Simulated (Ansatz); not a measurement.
Consider Mo in the bcc (W type) structure (space group Im-3m, No. 229; a = 3.151 Å).

Level of theory: r2SCAN in Ansatz (plane waves to 500 eV, PAW, scalar-relativistic without spin-orbit coupling).

Modification: full substitution Mo → Cr, then cell and atoms are relaxed.

Measured lattice parameter a: Mo 3.141 Å (static lattice; corrected from measurement; as listed in Daniel Mejia-Rodriguez, S. B. Trickey, Phys. Rev. B (2018)); Cr 2.877 Å (static lattice; corrected from measurement; as listed in H. Levämäki et al., Physical Review B (2014)).

### Question
How well does r2SCAN reproduce the measured shift?

### Answer
With r2SCAN the lattice parameter a moves by -0.321 Å (3.151 → 2.829) against -0.264 Å measured.

No phonon test of stability was made. Starting moments died away, wholly or in part, for Mo → Cr; another magnetic solution may exist. The final runs are not spin-polarised. Real Cr is antiferromagnetic at low temperature and ambient pressure, an order that this cell doesn't hold.

Ansatz is a quantum-chemistry and plane-wave program.
